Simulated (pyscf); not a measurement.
**Four-centre exchange: H₂N–B(Cl)–Cl (SMILES NB(Cl)Cl) + HCl (SMILES Cl) → H₂N–B(Cl)–Cl (SMILES NB(Cl)Cl) + HCl (SMILES Cl)**

Gas phase, singlet surface, charge 0. Bonds broken: N1–H8, H5–Cl7. Bonds formed: N1–H5, Cl7–H8. PySCF, gas phase, ωB97X-D3(BJ)/def2-SVP geometries.

Transition state (Å):

```xyz
8

N     -0.1352    -0.0818     0.5302
B      0.3982     0.9079    -0.4363
Cl     1.8453     1.7744    -0.0130
Cl    -0.4269     1.1580    -1.9234
H     -0.4282    -1.0328     0.0878
H      0.3814    -0.2038     1.4030
Cl    -2.3669    -1.4848    -0.0095
H     -1.2104    -0.0210     0.6921
```

One imaginary mode, 762i cm⁻¹; descent along it reached the two sides named.

```
bond    change  reactant side (Å)  saddle  product side
------  ------  -----------------  ------  ------------
N1–H8   breaks              1.014   1.089         2.145
H5–Cl7  breaks              1.291   1.993           3.7
N1–H5    forms              2.140   1.089         1.014
Cl7–H8   forms                3.7   1.993         1.291
```

Electronic energies relative to the separated reactants (kJ/mol):

| level | barrier | reaction energy | reverse barrier |
|---|---|---|---|
| ωB97X-D3(BJ)/def2-TZVP | 130.7 | 0.0 | 130.7 |
| PBE/def2-TZVP | 112.6 | 0.0 | 112.6 |
| r²SCAN/def2-TZVP | 117.3 | 0.0 | 117.3 |
| B3LYP-D3(BJ)/def2-TZVP | 121.5 | 0.0 | 121.5 |
| PBE0-D3(BJ)/def2-TZVP | 116.8 | 0.0 | 116.8 |
| M06-2X/def2-TZVP | 131.3 | 0.0 | 131.3 |
| ωB97M-D3(BJ)/def2-TZVP | 129.6 | 0.0 | 129.6 |
| HF/def2-TZVP | 172.2 | 0.0 | 172.2 |

With ωB97M-D3(BJ)/def2-TZVP energies and thermal terms (ideal gas, 1 atm, RRHO with modes under 100 cm⁻¹ raised to 100, one conformer, R ln 2 for chiral ones without a mode under 150 cm⁻¹), in kJ/mol:

```
T (K)    ΔH‡    ΔG‡   ΔH   ΔG
-----  -----  -----  ---  ---
298    132.0  171.9  0.0  0.0
600    129.5  213.5  0.0  0.0
900    129.3  255.6  0.0  0.0
1200   130.2  297.6  0.0  0.0
```

The same reactants have a lower exit, to Cl–B(Cl)–Cl + NH₃ (barrier +74.9 kJ/mol at ωB97M-D3(BJ)/def2-TZVP, against +129.6 kJ/mol here). One saddle was located; it need not be the lowest between these sides.
